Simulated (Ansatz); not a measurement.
This geometry of C3H7N (11 atoms, charge 0, multiplicity 1) is a first-order saddle point.

The calculation used RKS PBE0-D4/STO-3G in Ansatz.

```xyz
11
Properties=species:S:1:pos:R:3
C -0.359 1.451 -0.117
C 0.018 0.161 -0.140
C -0.206 -0.789 1.036
N 0.653 -0.441 -1.239
H -0.190 2.111 -0.966
H -0.847 1.872 0.758
H -0.835 -1.639 0.735
H 0.751 -1.188 1.403
H -0.703 -0.261 1.858
H 0.858 0.097 -2.090
H 0.925 -1.432 -1.218
```

(1) Which two structures does it join? (They come from a converged band through this point; their orientation in space is the band's.)

(2) How far does it lie above each of them?

Answers

(1) No bond is made or broken. The height of N4 over the plane of its neighbours goes from -0.40 to 0.40 Å. The two ends are copies of one structure, up to a mirror image or an exchange of like atoms.

Initial state:

```xyz
11
Properties=species:S:1:pos:R:3
C -0.348 1.427 -0.139
C 0.072 0.155 -0.117
C -0.182 -0.791 1.054
N 0.907 -0.415 -1.150
H -0.147 2.082 -0.988
H -0.892 1.855 0.701
H -0.743 -1.679 0.727
H 0.771 -1.135 1.481
H -0.757 -0.283 1.837
H 0.783 0.125 -2.039
H 0.602 -1.399 -1.347
```

Final state:

```xyz
11
Properties=species:S:1:pos:R:3
C -0.346 1.428 -0.138
C -0.026 0.127 -0.158
C -0.224 -0.802 1.036
N 0.428 -0.553 -1.350
H -0.199 2.068 -1.009
H -0.779 1.886 0.750
H -0.911 -1.620 0.775
H 0.731 -1.252 1.346
H -0.641 -0.249 1.886
H 0.845 0.142 -2.014
H 1.187 -1.232 -1.103
```

(2) 0.147 eV above the first and 0.147 eV above the second. This is the barrier of this one path; another mechanism may lie lower. Limits of this set-up: minimal basis.

Time of the run: 82 s on 1 thread of Arm Neoverse V1 (shared host), peak memory 0.088 GiB.
